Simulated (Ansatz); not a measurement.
# BSi2 (doublet): geometry optimisation

Where does this start of BSi2 (doublet) end when it is relaxed?

Method: UKS PBE0/def2-TZVP; program: Ansatz 0.2.0, Gaussian basis.

### Step 1. The system as given

3 atoms, charge 0, spin multiplicity 2.

Atoms are counted from 1 here; the program's logs count them from 0.

Bond lengths: Si1–B2 1.836 Å, B2–Si3 1.836 Å. Angles: Si1–B2–Si3 180.0°.

Coordinates:

```xyz
3
BSi2
Si    0.0000    0.0000   -1.8358
B     0.0000    0.0000    0.0000
Si    0.0000    0.0000    1.8358
```

The start was built by rule and, where that kept it together, relaxed with GFN2-xTB. Sticks and bond lists go by distance. 

### Step 2. The run

The input, in.yaml:

```yaml
crystal:
  periodic: [false, false, false]
  atoms:
    - {symbol: Si, position_ang: [0.000000, 0.000000, -1.835792]}
    - {symbol: B, position_ang: [0.000000, 0.000000, 0.000000]}
    - {symbol: Si, position_ang: [0.000000, 0.000000, 1.835792]}
basis:
  gaussian: {orbitals: def2-TZVP}
magnetization: {spin_polarized: true, initial_magnetization: 1}
hamiltonian: {xc: pbe0}
relax: {f_tol: 0.004, max_steps: 80}
```

Started as:

```bash
$ ansatz run in.yaml --threads 1 --pin off --events-out ev --progress --plain --max-ram 2176MiB
```

Q: Predict the outcome of this session. Wanted: energy gained; shift from the start; total energy; dipole moment; ⟨S²⟩.

As calculated:

```
                  quantity           value
                     steps               5
             energy gained        0.026 eV
shift from the start (rms)         0.030 Å
              total energy  -16418.9819 eV
             dipole moment          0.02 D
                      ⟨S²⟩           0.804
```

What this shows: The bonds of the start are those of the end. Si1–B2 went from 1.836 to 1.873 Å. No vibrations were run, so this is a stationary point, not a proven minimum, and this spin need not be the ground state's.
